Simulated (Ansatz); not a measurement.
Reaction (substitution at a C–C bond): `CCCCC=O` + `OCS` → `COCS` + `CCCC=O`

Gas-phase electronic energies from Ansatz, PBE0-D4/def2-TZVP geometries. CCSD(T)/CBS adds triple-zeta CCSD(T) − MP2 to the extrapolated MP2 energy (def2 sets, frozen cores). This one scheme is used for every species. Functionals use def2-TZVPP. Each species was taken in one conformer, which may not be the lowest.

```csv
level,ΔE (kJ/mol)
PBE-D4,19.5
B2PLYP,20.2
SCS-MP2/def2-TZVPP,24.6
CCSD/def2-TZVPP,25.5
```

**Question.** What does CCSD(T)/CBS give? (Estimate.)

**Answer.** Computed: +27.3 kJ/mol. The listed levels differ from it by -7.8, -7.1, -2.7, -1.8 kJ/mol.

Largest T1 diagnostic among the species: 0.012.

From PBE to PBE0 (25 % exact exchange), in def2-TZVPP and without D4, ΔE moves by +4.1 kJ/mol. In def2-TZVPP, CCSD(T) changes the Hartree–Fock value by +5.7 kJ/mol (the triples alone add −0.9 kJ/mol) and MP2 by +8.9 kJ/mol.
